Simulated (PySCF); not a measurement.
Molecule: `C1=C[PH2+]C=CC1`, [C₅H₈P]+.

Cartesian coordinates in Å; atom numbers follow the order of the lines, from 1:
```xyz
14

C    -0.534    1.292   -0.453
C     0.797    1.272   -0.343
P     1.639   -0.197    0.189
C     0.379   -1.413    0.476
C    -0.910   -1.118    0.283
C    -1.476    0.177   -0.173
H    -1.011    2.207   -0.782
H     1.398    2.142   -0.571
H     2.398    0.030    1.321
H     2.558   -0.626   -0.749
H     0.693   -2.393    0.810
H    -1.648   -1.887    0.470
H    -2.206    0.519    0.572
H    -2.077   -0.004   -1.072
```

Total charge +1.

Frames of a GFN2-xTB Langevin trajectory at 300 K; GIAO PBE0/pcSseg-1 shieldings in PySCF 2.14, gas phase, non-relativistic; equivalent atoms averaged within each frame.

Shifts are taken against calculated references (same method and geometry level): TMS for ¹³C (σ = 186.93 ppm) and ¹H (σ = 31.72 ppm); ³¹P (σ = 318.38 ppm) against H3PO4. The references are static minima.

Q: How do the shifts (ppm) fluctuate along the trajectory?

A: 
```csv
time (fs),C1/C5,C2/C4,C6,P3,H7/H12,H9/H10,H8/H11,H13/H14
optimised geometry,171.7,96.9,35.0,-99.3,8.22,6.75,6.30,3.86
250,171.4,99.7,35.1,-100.5,8.16,6.99,6.91,3.95
425,166.3,98.4,36.0,-105.1,7.91,6.41,6.73,4.73
625,174.6,98.6,40.8,-94.2,8.50,7.68,5.83,4.37
800,170.1,92.5,37.5,-96.6,8.26,6.76,5.60,3.78
1000,176.4,102.5,39.0,-90.1,8.63,6.78,6.25,4.06
mean of frames,171.8,98.3,37.7,-97.3,8.29,6.92,6.26,4.18
standard deviation,4.0,3.7,2.3,5.7,0.28,0.47,0.56,0.37
```

5 frames give an uncertainty of the mean of about the standard deviation over 2.2 at best, since frames this close in time may not be independent; classical motion lacks zero-point vibration, and the reference would need the same averaging.
